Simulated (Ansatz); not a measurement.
The input, for Ansatz 0.2.0:

```yaml
crystal:
  periodic: [false, false, false]
  atoms:
    - {symbol: B, position_ang: [0.000000, 0.087524, 0.779512]}
    - {symbol: C, position_ang: [0.000000, -0.117853, -0.588107]}
    - {symbol: H, position_ang: [0.000000, 0.465577, -1.352995]}
basis:
  gaussian: {orbitals: 6-31G}
correlation: {method: fic_mrcisd_q, electrons: outside_noble_gas, active_space: {window: {electrons: 2, orbitals: 2}}}
```

```sh
$ ansatz run in.yaml --threads 1 --pin off --events-out ev --progress --plain --max-ram 1536MiB
```

The program prints:

```
285 factors; integrals over basis functions are off by at most 2.5e-4 eV
mean field evaluation 1: about -1705.7683 eV, gradient 3.0e1 eV
mean field evaluation 2: about -1705.7710 eV, gradient 3.0e1 eV
mean field evaluation 4: about -1709.2249 eV, gradient 3.5e0 eV
mean field evaluation 8: about -1709.4757 eV, gradient 4.2e-1 eV
mean field evaluation 16: about -1707.4471 eV, gradient 1.9e1 eV
mean field evaluation 32: about -1709.2247 eV, gradient 5.2e0 eV
mean field -1709.48455528 eV, -62.8223986762 hartree, gradient 1.4e-6 eV, S^2 0.000000; 7 other end points of the search recorded, 0 dependent functions left out; unrestricted orbitals would lower it
reference -1709.48455528 eV, -62.8223986762 hartree; 6, 6 occupied and 14, 14 virtual orbitals, 285 factors
state -1711.47958674 eV, -62.8957147301 hartree
contracted CI cycle   1: correlation 0.00000000 eV, 0.0000000000 hartree, residual 1.33e1 eV
contracted CI cycle   2: correlation -3.13908202 eV, -0.1153591364 hartree, residual 2.62e0 eV
contracted CI cycle   3: correlation -3.33232367 eV, -0.1224606362 hartree, residual 1.02e0 eV
contracted CI cycle   4: correlation -3.35758784 eV, -0.1233890774 hartree, residual 3.57e-1 eV
contracted CI cycle   5: correlation -3.36040656 eV, -0.1234926631 hartree, residual 1.16e-1 eV
contracted CI cycle   6: correlation -3.36073246 eV, -0.1235046400 hartree, residual 3.79e-2 eV
contracted CI cycle   7: correlation -3.36076979 eV, -0.1235060118 hartree, residual 1.32e-2 eV
contracted CI cycle   8: correlation -3.36077483 eV, -0.1235061969 hartree, residual 5.26e-3 eV
contracted CI cycle   9: correlation -3.36077559 eV, -0.1235062251 hartree, residual 2.36e-3 eV
contracted CI cycle  10: correlation -3.36077581 eV, -0.1235062329 hartree, residual 1.47e-3 eV
contracted CI cycle  11: correlation -3.36077592 eV, -0.1235062369 hartree, residual 1.05e-3 eV
state -1711.47958674 eV, -62.8957147301 hartree; corrected -1715.18902998 eV, -63.0320342549 hartree
Total energy: -1715.18902998 eV, -63.0320342549 hartree
```

For the same geometry and basis full CI lies 2.6 meV lower.

Ran on 1 thread of Intel Xeon, shared host: 0.72 s wall, 0.09 GiB peak host memory.
